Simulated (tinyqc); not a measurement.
ROHF in the sto-3g basis, for H2O, spin multiplicity 3, step by step (part 1 of 2). Computed by tinyqc, a small Python program that keeps every step (integrals from PySCF). Settings: charge = 0, multiplicity = 3, basis = sto-3g, energy threshold = 1e-10, iteration cap = 63, orthogonalisation = symmetric, start = Wolfsberg-Helmholz matrix, DIIS depth = 4, method = ROHF. Command: `OMP_NUM_THREADS=1 python tinyqc.py 29131 29132 out.jsonl` (the two numbers bound the seeds that draw the settings). One thread of a shared host (Intel(R) Xeon(R) Processor @ 2.60GHz), about 0.07 s of CPU time with the checks. Later iterations appear only in the table of the cycle.

## One-electron integrals

Geometry (angstrom):
```
atom         x          y         z
O     0.000000   0.000000  0.000000
H     0.000000   0.932000  0.768000
H     0.000000  -0.896000  0.739000
```

Basis sto-3g: exponents (1/bohr^2) and contraction coefficients of normalised primitives:
```
element  l (shell)    exponent  coefficient
O            s (1)  130.709320     0.154329
O            s (1)   23.808861     0.535328
O            s (1)    6.443608     0.444635
O            s (2)    5.033151    -0.099967
O            s (2)    1.169596     0.399513
O            s (2)    0.380389     0.700115
O            p (3)    5.033151     0.155916
O            p (3)    1.169596     0.607684
O            p (3)    0.380389     0.391957
H            s (1)    3.425251     0.154329
H            s (1)    0.623914     0.535328
H            s (1)    0.168855     0.444635
```

Overlap, kinetic and nuclear-attraction integrals over the contracted functions; the nuclear repulsion is the sum of Za Zb / Rab.

nuclear repulsion = 7.43989406 hartree

overlap S, lower triangle:
```
           1O 1s     1O 2s    1O 2px     1O 2py    1O 2pz     2H 1s     3H 1s
1O 1s   1.000000
1O 2s   0.236704  1.000000
1O 2px  0.000000  0.000000  1.000000
1O 2py  0.000000  0.000000  0.000000   1.000000
1O 2pz  0.000000  0.000000  0.000000   0.000000  1.000000
2H 1s   0.029782  0.326654  0.000000   0.231053  0.190395  1.000000
3H 1s   0.033199  0.351378  0.000000  -0.244600  0.201740  0.157020  1.000000
```

kinetic energy T (hartree), lower triangle:
```
            1O 1s     1O 2s    1O 2px     1O 2py    1O 2pz      2H 1s     3H 1s
1O 1s   29.003200
1O 2s   -0.168011  0.808128
1O 2px   0.000000  0.000000  2.528731
1O 2py   0.000000  0.000000  0.000000   2.528731
1O 2pz   0.000000  0.000000  0.000000   0.000000  2.528731
2H 1s   -0.008780  0.039142  0.000000   0.100059  0.082452   0.760032
3H 1s   -0.008920  0.051438  0.000000  -0.117593  0.096988  -0.006949  0.760032
```

nuclear attraction V (hartree), lower triangle:
```
             1O 1s      1O 2s     1O 2px     1O 2py     1O 2pz      2H 1s      3H 1s
1O 1s   -61.512261
1O 2s    -7.394647  -9.943128
1O 2px    0.000000   0.000000  -9.820363
1O 2py    0.000608   0.006990   0.000000  -9.909095
1O 2pz   -0.012911  -0.159753   0.000000   0.003736  -9.880672
2H 1s    -0.951181  -2.429339   0.000000  -1.498321  -1.273943  -4.973858
3H 1s    -1.061067  -2.647129   0.000000   1.615762  -1.372962  -0.872310  -5.101529
```

core Hamiltonian H = T + V (hartree), lower triangle:
```
             1O 1s      1O 2s     1O 2px     1O 2py     1O 2pz      2H 1s      3H 1s
1O 1s   -32.509061
1O 2s    -7.562658  -9.135000
1O 2px    0.000000   0.000000  -7.291632
1O 2py    0.000608   0.006990   0.000000  -7.380364
1O 2pz   -0.012911  -0.159753   0.000000   0.003736  -7.351941
2H 1s    -0.959960  -2.390196   0.000000  -1.398263  -1.191491  -4.213827
3H 1s    -1.069987  -2.595692   0.000000   1.498169  -1.275974  -0.879259  -4.341497
```

## Two-electron integrals

Functions are numbered as in S; the eight-fold symmetry (ij|kl) = (ji|kl) = (kl|ij) leaves the list below.

Two-electron integrals (ij|kl) in chemists' order, unique and non-zero (hartree):
```
(11|11) 4.785065    (21|11) 0.741380    (21|21) 0.136873    (22|11) 1.118947
(22|21) 0.256633    (22|22) 0.817206    (31|31) 0.024477    (32|31) 0.037809
(32|32) 0.180518    (33|11) 1.115814    (33|21) 0.256684    (33|22) 0.817023
(33|33) 0.880159    (41|41) 0.024477    (42|41) 0.037809    (42|42) 0.180518
(43|43) 0.047444    (44|11) 1.115814    (44|21) 0.256684    (44|22) 0.817023
(44|33) 0.785270    (44|44) 0.880159    (51|51) 0.024477    (52|51) 0.037809
(52|52) 0.180518    (53|53) 0.047444    (54|54) 0.047444    (55|11) 1.115814
(55|21) 0.256684    (55|22) 0.817023    (55|33) 0.785270    (55|44) 0.785270
(55|55) 0.880159    (61|11) 0.094291    (61|21) 0.017281    (61|22) 0.032261
(61|33) 0.032199    (61|41) 0.000599    (61|42) 0.001134    (61|44) 0.032313
(61|51) 0.000494    (61|52) 0.000935    (61|54) 0.000094    (61|55) 0.032276
(61|61) 0.002209    (62|11) 0.256797    (62|21) 0.059757    (62|22) 0.214132
(62|33) 0.210310    (62|41) 0.003452    (62|42) 0.027722    (62|44) 0.217011
(62|51) 0.002845    (62|52) 0.022844    (62|54) 0.005522    (62|55) 0.214860
(62|61) 0.007707    (62|62) 0.072774    (63|31) 0.005909    (63|32) 0.035630
(63|43) 0.005577    (63|53) 0.004596    (63|63) 0.009762    (64|11) 0.151796
(64|21) 0.035748    (64|22) 0.136792    (64|33) 0.130771    (64|41) 0.007700
(64|42) 0.052153    (64|44) 0.145946    (64|51) 0.001476    (64|52) 0.013615
(64|54) 0.007909    (64|55) 0.133501    (64|61) 0.004788    (64|62) 0.056556
(64|64) 0.053231    (65|11) 0.125085    (65|21) 0.029457    (65|22) 0.112722
(65|33) 0.107760    (65|41) 0.001476    (65|42) 0.013615    (65|44) 0.111073
(65|51) 0.007125    (65|52) 0.046850    (65|54) 0.008307    (65|55) 0.119201
(65|61) 0.003946    (65|62) 0.046604    (65|64) 0.035820    (65|65) 0.039279
(66|11) 0.432034    (66|21) 0.102126    (66|22) 0.421800    (66|33) 0.405986
(66|41) 0.006864    (66|42) 0.078003    (66|44) 0.433946    (66|51) 0.005656
(66|52) 0.064277    (66|54) 0.023039    (66|55) 0.424971    (66|61) 0.013246
(66|62) 0.190305    (66|64) 0.168911    (66|65) 0.139188    (66|66) 0.774606
(71|11) 0.105166    (71|21) 0.019271    (71|22) 0.035965    (71|33) 0.035895
(71|41) -0.000675   (71|42) -0.001275   (71|44) 0.036024    (71|51) 0.000557
(71|52) 0.001052    (71|54) -0.000106   (71|55) 0.035983    (71|61) 0.002428
(71|62) 0.008335    (71|64) 0.004784    (71|65) 0.004273    (71|66) 0.014234
(71|71) 0.002747    (72|11) 0.279906    (72|21) 0.065108    (72|22) 0.232532
(72|33) 0.228410    (72|41) -0.003771   (72|42) -0.029950   (72|44) 0.235633
(72|51) 0.003110    (72|52) 0.024702    (72|54) -0.005958   (72|55) 0.233323
(72|61) 0.008146    (72|62) 0.062358    (72|64) 0.033864    (72|65) 0.038724
(72|66) 0.130382    (72|71) 0.009364    (72|72) 0.084952    (73|31) 0.006513
(73|32) 0.038992    (73|43) -0.006068   (73|53) 0.005005    (73|63) 0.008104
(73|73) 0.011537    (74|11) -0.163427   (74|21) -0.038478   (74|22) -0.146724
(74|33) -0.140217   (74|41) 0.008451    (74|42) 0.056685    (74|44) -0.156648
(74|51) -0.001598   (74|52) -0.014593   (74|54) 0.008546    (74|55) -0.143138
(74|61) -0.004616   (74|62) -0.033280   (74|64) -0.010422   (74|65) -0.020301
(74|66) -0.064216   (74|71) -0.005754   (74|72) -0.065176   (74|74) 0.060976
(75|11) 0.134791    (75|21) 0.031735    (75|22) 0.121015    (75|33) 0.115648
(75|41) -0.001598   (75|42) -0.014593   (75|44) 0.119189    (75|51) 0.007831
(75|52) 0.051028    (75|54) -0.008989   (75|55) 0.128067    (75|61) 0.004132
(75|62) 0.038408    (75|64) 0.020459    (75|65) 0.031608    (75|66) 0.087288
(75|71) 0.004746    (75|72) 0.053756    (75|74) -0.040776   (75|75) 0.045168
(76|11) 0.086052    (76|21) 0.020227    (76|22) 0.079296    (76|33) 0.077344
(76|41) 0.000012    (76|42) 0.000164    (76|44) 0.078818    (76|51) 0.001459
(76|52) 0.014229    (76|54) 0.000041    (76|55) 0.081638    (76|61) 0.002584
(76|62) 0.027275    (76|64) 0.018574    (76|65) 0.019650    (76|66) 0.076950
(76|71) 0.002880    (76|72) 0.029227    (76|74) -0.019483   (76|75) 0.020836
(76|76) 0.013095    (77|11) 0.447938    (77|21) 0.105857    (77|22) 0.435505
(77|33) 0.418791    (77|41) -0.007305   (77|42) -0.081786   (77|44) 0.448317
(77|51) 0.006025    (77|52) 0.067456    (77|54) -0.024353   (77|55) 0.438877
(77|61) 0.013233    (77|62) 0.123904    (77|64) 0.061892    (77|65) 0.083820
(77|66) 0.287615    (77|71) 0.015321    (77|72) 0.208800    (77|74) -0.182851
(77|75) 0.150812    (77|76) 0.076950    (77|77) 0.774606
```

## Orthogonalisation

S = U s U^T; symmetric (Loewdin) form X = U s^(-1/2) U^T, so that X^T S X = 1.

eigenvalues of S: 0.482839  0.578271  0.884343  1.000000  1.106141  1.266450  1.681955

X, lower triangle:
```
            1O 1s      1O 2s    1O 2px     1O 2py     1O 2pz      2H 1s     3H 1s
1O 1s    1.023313
1O 2s   -0.133743   1.122542
1O 2px   0.000000   0.000000  1.000000
1O 2py   0.000517  -0.005759  0.000000   1.054312
1O 2pz  -0.006213   0.056787  0.000000  -0.002928   1.032052
2H 1s    0.016462  -0.178157  0.000000  -0.142634  -0.101865   1.090472
3H 1s    0.017721  -0.198132  0.000000   0.153023  -0.111408  -0.054168  1.105325
```

## Starting guess

The start is the generalised Wolfsberg-Helmholz matrix (K = 1.75) built on H; D(s) = C_occ C_occ^T for each spin.

D(alpha) at the start, lower triangle:
```
            1O 1s      1O 2s    1O 2px     1O 2py    1O 2pz      2H 1s     3H 1s
1O 1s    1.037543
1O 2s   -0.158964   0.706142
1O 2px   0.000000   0.000000  1.000000
1O 2py  -0.012449   0.052641  0.000000   1.147722
1O 2pz   0.043247  -0.158906  0.000000   0.026125  0.930386
2H 1s   -0.045823   0.107897  0.000000  -0.367141  0.028762   0.870032
3H 1s   -0.075792   0.229021  0.000000   0.266716  0.090020  -0.611145  0.604541
```

D(beta) at the start, lower triangle:
```
            1O 1s      1O 2s    1O 2px     1O 2py    1O 2pz     2H 1s     3H 1s
1O 1s    1.037317
1O 2s   -0.157970   0.701785
1O 2px   0.000000   0.000000  0.000000
1O 2py  -0.003699   0.014270  0.000000   0.809815
1O 2pz   0.043769  -0.161197  0.000000   0.005955  0.929182
2H 1s   -0.059225   0.166672  0.000000   0.150455  0.059659  0.077192
3H 1s   -0.064997   0.181679  0.000000  -0.150199  0.065133  0.027474  0.090144
```

## Iteration 1: building the Fock matrix

J_ij = sum D_kl (ij|kl) with D = D(alpha) + D(beta), K_ij = sum D_kl (ik|jl) for each spin; F = H + J - K(s); E = tr D H + tr D J / 2 - 0.5 sum_s tr D(s) K(s) + E_nn.

Coulomb J (hartree), lower triangle:
```
            1O 1s     1O 2s    1O 2px     1O 2py    1O 2pz     2H 1s     3H 1s
1O 1s   17.310336
1O 2s    3.263794  8.110446
1O 2px   0.000000  0.000000  8.017408
1O 2py   0.002943  0.019045  0.000000   8.154374
1O 2pz  -0.005572  0.029306  0.000000   0.003294  8.136402
2H 1s    0.412532  2.130516  0.000000   1.373404  1.138972  4.454826
3H 1s    0.459781  2.298665  0.000000  -1.449231  1.210670  0.798022  4.478929
```

exchange K(alpha) (hartree), lower triangle:
```
            1O 1s      1O 2s    1O 2px     1O 2py    1O 2pz     2H 1s     3H 1s
1O 1s    4.888920
1O 2s    0.864773   1.338394
1O 2px   0.000000   0.000000  1.143017
1O 2py  -0.000715   0.014832  0.000000   1.185024
1O 2pz   0.002505  -0.055378  0.000000   0.005303  1.135140
2H 1s    0.110943   0.415410  0.000000   0.223158  0.204329  0.689039
3H 1s    0.123319   0.454547  0.000000  -0.237967  0.216600  0.077968  0.587980
```

exchange K(beta) (hartree), lower triangle:
```
            1O 1s      1O 2s    1O 2px     1O 2py    1O 2pz     2H 1s     3H 1s
1O 1s    4.857008
1O 2s    0.818373   1.128638
1O 2px   0.000000   0.000000  0.254076
1O 2py  -0.000272   0.003793  0.000000   1.035016
1O 2pz   0.003886  -0.052358  0.000000   0.000589  1.073622
2H 1s    0.105357   0.367953  0.000000   0.237911  0.177282  0.318918
3H 1s    0.117390   0.398174  0.000000  -0.251696  0.190875  0.125702  0.361181
```

F(alpha) (hartree), lower triangle:
```
             1O 1s      1O 2s     1O 2px     1O 2py     1O 2pz      2H 1s      3H 1s
1O 1s   -20.087645
1O 2s    -5.163637  -2.362949
1O 2px    0.000000   0.000000  -0.417241
1O 2py    0.004265   0.011204   0.000000  -0.411013
1O 2pz   -0.020987  -0.075069   0.000000   0.001727  -0.350679
2H 1s    -0.658372  -0.675090   0.000000  -0.248017  -0.256849  -0.448040
3H 1s    -0.733525  -0.751574   0.000000   0.286905  -0.281905  -0.159205  -0.450548
```

F(beta) (hartree), lower triangle:
```
             1O 1s      1O 2s    1O 2px     1O 2py     1O 2pz      2H 1s      3H 1s
1O 1s   -20.055732
1O 2s    -5.117237  -2.153192
1O 2px    0.000000   0.000000  0.471701
1O 2py    0.003823   0.022243  0.000000  -0.261006
1O 2pz   -0.022369  -0.078089  0.000000   0.006441  -0.289161
2H 1s    -0.652786  -0.627633  0.000000  -0.262770  -0.229802  -0.077918
3H 1s    -0.727596  -0.695201  0.000000   0.300634  -0.256180  -0.206939  -0.223749
```

total energy of this density = -74.40625595 hartree

## Iteration 1: Roothaan effective Fock matrix

With projectors Pc = D(beta) S, Po = (D(alpha) - D(beta)) S, Pv = 1 - D(alpha) S, the block xy is Px^T F Py; with Fc = (F(alpha) + F(beta))/2, the blocks are Fc for cc, oo, vv and cv, F(beta) for co and F(alpha) for ov.

effective F (hartree), lower triangle:
```
             1O 1s      1O 2s    1O 2px     1O 2py     1O 2pz      2H 1s      3H 1s
1O 1s   -20.071700
1O 2s    -5.140352  -2.258604
1O 2px    0.000000   0.000000  0.027230
1O 2py    0.004554   0.014505  0.000000  -0.335255
1O 2pz   -0.021634  -0.076903  0.000000   0.002301  -0.320098
2H 1s    -0.657174  -0.644228  0.000000  -0.255090  -0.237710  -0.271980
3H 1s    -0.729387  -0.728429  0.000000   0.296462  -0.273138  -0.185263  -0.328708
```

## Iteration 1: diagonalisation and new density

Diagonalise F' = X^T F X, C = X C', fill 6 alpha and 4 beta electrons from the bottom; D(s) = C_occ C_occ^T. Each column has its largest component positive (the first on a tie).

F' = X^T F X (hartree), lower triangle:
```
            1          2         3          4          5          6          7
1  -19.694172
2   -2.698797  -1.184110
3    0.000000   0.000000  0.027230
4    0.006414  -0.005221  0.000000  -0.205411
5   -0.045141   0.050221  0.000000  -0.009872  -0.237581
6   -0.049234  -0.341156  0.000000  -0.255175  -0.201718  -0.013860
7   -0.055648  -0.409245  0.000000   0.295709  -0.243776  -0.033134  -0.008318
```

orbital energies (hartree): MO1 -20.080823, MO2 -1.072975, MO3 -0.496439, MO4 -0.380781, MO5 0.027230, MO6 0.290543, MO7 0.397023

coefficients C:
```
              MO1        MO2        MO3        MO4       MO5        MO6        MO7
1O 1s    0.994206  -0.234506  -0.019460   0.083857  0.000000   0.053652   0.109326
1O 2s    0.024665   0.864460   0.084541  -0.389883  0.000000  -0.292057  -0.599907
1O 2px   0.000000   0.000000   0.000000   0.000000  1.000000   0.000000   0.000000
1O 2py  -0.000455  -0.023787   0.715965   0.064626  0.000000  -0.695567   0.392700
1O 2pz   0.002841   0.103136  -0.054646   0.840426  0.000000  -0.275606  -0.543402
2H 1s   -0.004095   0.142283   0.358178   0.241710  0.000000   0.987752   0.268633
3H 1s   -0.004779   0.201716  -0.377818   0.200615  0.000000  -0.305781   0.991397
```

D(alpha) after iteration 1, lower triangle:
```
            1O 1s      1O 2s    1O 2px     1O 2py     1O 2pz      2H 1s     3H 1s
1O 1s    1.053728
1O 2s   -0.228208   0.992353
1O 2px   0.000000   0.000000  1.000000
1O 2py  -0.040706   0.217903  0.000000   1.001162
1O 2pz   0.035391  -0.162568  0.000000   0.204437   0.795905
2H 1s    0.028856  -0.229541  0.000000  -0.418366  -0.074002   1.182631
3H 1s   -0.044285   0.153406  0.000000  -0.049644   0.294314  -0.360152  0.317207
```

D(beta) after iteration 1, lower triangle:
```
            1O 1s      1O 2s    1O 2px     1O 2py    1O 2pz      2H 1s     3H 1s
1O 1s    1.050849
1O 2s   -0.212539   0.907056
1O 2px   0.000000   0.000000  0.000000
1O 2py  -0.003388   0.014758  0.000000   0.517349
1O 2pz   0.050177  -0.243060  0.000000   0.012734  0.719946
2H 1s   -0.024139   0.058939  0.000000   0.268681  0.198229   0.206976
3H 1s   -0.027879   0.064100  0.000000  -0.262335  0.210039  -0.058115  0.223705
```

## Iteration 2: building the Fock matrix

As before.

Coulomb J (hartree), lower triangle:
```
            1O 1s     1O 2s    1O 2px     1O 2py    1O 2pz     2H 1s     3H 1s
1O 1s   17.058044
1O 2s    3.202854  7.956313
1O 2px   0.000000  0.000000  7.877348
1O 2py   0.009473  0.060069  0.000000   7.991082
1O 2pz  -0.006054  0.044877  0.000000   0.020253  7.976899
2H 1s    0.405100  2.120959  0.000000   1.386323  1.147799  4.593635
3H 1s    0.450980  2.256020  0.000000  -1.412026  1.193524  0.796581  4.409040
```

exchange K(alpha) (hartree), lower triangle:
```
            1O 1s      1O 2s    1O 2px     1O 2py    1O 2pz     2H 1s     3H 1s
1O 1s    4.903732
1O 2s    0.849518   1.372729
1O 2px   0.000000   0.000000  1.156033
1O 2py  -0.000934   0.054931  0.000000   1.134303
1O 2pz   0.000716  -0.059397  0.000000   0.077721  1.066703
2H 1s    0.111700   0.390851  0.000000   0.220749  0.210348  0.823501
3H 1s    0.125506   0.438292  0.000000  -0.263585  0.244759  0.105480  0.505076
```

exchange K(beta) (hartree), lower triangle:
```
            1O 1s      1O 2s    1O 2px     1O 2py    1O 2pz     2H 1s     3H 1s
1O 1s    4.863664
1O 2s    0.795587   1.124750
1O 2px   0.000000   0.000000  0.254409
1O 2py  -0.000265   0.004529  0.000000   0.868679
1O 2pz   0.001997  -0.072782  0.000000   0.003256  0.967684
2H 1s    0.105442   0.356647  0.000000   0.266340  0.213822  0.425076
3H 1s    0.117150   0.385948  0.000000  -0.275153  0.227512  0.108369  0.464799
```

F(alpha) (hartree), lower triangle:
```
             1O 1s      1O 2s     1O 2px     1O 2py     1O 2pz      2H 1s      3H 1s
1O 1s   -20.354749
1O 2s    -5.209322  -2.551416
1O 2px    0.000000   0.000000  -0.570316
1O 2py    0.011015   0.012129   0.000000  -0.523585
1O 2pz   -0.019681  -0.055478   0.000000  -0.053732  -0.441744
2H 1s    -0.666560  -0.660089   0.000000  -0.232689  -0.254040  -0.443693
3H 1s    -0.744513  -0.777964   0.000000   0.349728  -0.327209  -0.188158  -0.437532
```

F(beta) (hartree), lower triangle:
```
             1O 1s      1O 2s    1O 2px     1O 2py     1O 2pz      2H 1s      3H 1s
1O 1s   -20.314681
1O 2s    -5.155391  -2.303436
1O 2px    0.000000   0.000000  0.331308
1O 2py    0.010345   0.062530  0.000000  -0.257961
1O 2pz   -0.020962  -0.042093  0.000000   0.020733  -0.342726
2H 1s    -0.660302  -0.625884  0.000000  -0.278279  -0.257514  -0.045268
3H 1s    -0.736158  -0.725620  0.000000   0.361296  -0.309962  -0.191046  -0.397256
```

total energy of this density = -74.64849396 hartree

## Iteration 2: Roothaan effective Fock matrix

As before.

effective F (hartree), lower triangle:
```
             1O 1s      1O 2s     1O 2px     1O 2py     1O 2pz      2H 1s      3H 1s
1O 1s   -20.334763
1O 2s    -5.182002  -2.425543
1O 2px    0.000000   0.000000  -0.119504
1O 2py    0.013118   0.044269   0.000000  -0.376343
1O 2pz   -0.019280  -0.048091   0.000000  -0.022908  -0.399193
2H 1s    -0.667534  -0.651250   0.000000  -0.260859  -0.238649  -0.264645
3H 1s    -0.739528  -0.748641   0.000000   0.365009  -0.319126  -0.198668  -0.412523
```

## Iteration 2: DIIS over 2 matrices

error matrix X^T (FDS - SDF) X:
```
           1          2         3          4          5          6          7
1   0.000000  -0.011689  0.000000   0.008423  -0.024582   0.023800   0.030489
2   0.011689   0.000000  0.000000  -0.067162   0.080874  -0.042215  -0.100334
3   0.000000   0.000000  0.000000   0.000000   0.000000   0.000000   0.000000
4  -0.008423   0.067162  0.000000   0.000000  -0.001111  -0.039096  -0.075191
5   0.024582  -0.080874  0.000000   0.001111   0.000000  -0.007488   0.075045
6  -0.023800   0.042215  0.000000   0.039096   0.007488   0.000000   0.006662
7  -0.030489   0.100334  0.000000   0.075191  -0.075045  -0.006662   0.000000
```

B (overlaps of the stored error matrices):
```
               1              2
1  9.1038784e-01  1.6569254e-01
2  1.6569254e-01  7.6247956e-02
```

Minimise |sum c_i e_i|^2 with sum c_i = 1: solve [B -1; -1 0][c; lambda] = [0; -1] with B_ij = tr e_i^T e_j, and take F = sum c_i F_i.

DIIS coefficients: -0.136504  1.136504

extrapolated F (hartree), lower triangle:
```
             1O 1s      1O 2s     1O 2px     1O 2py     1O 2pz      2H 1s      3H 1s
1O 1s   -20.370673
1O 2s    -5.187688  -2.448331
1O 2px    0.000000   0.000000  -0.139534
1O 2py    0.014288   0.048332   0.000000  -0.381951
1O 2pz   -0.018958  -0.044158   0.000000  -0.026349  -0.409990
2H 1s    -0.668948  -0.652209   0.000000  -0.261646  -0.238777  -0.263644
3H 1s    -0.740912  -0.751400   0.000000   0.374366  -0.325404  -0.200498  -0.423964
```
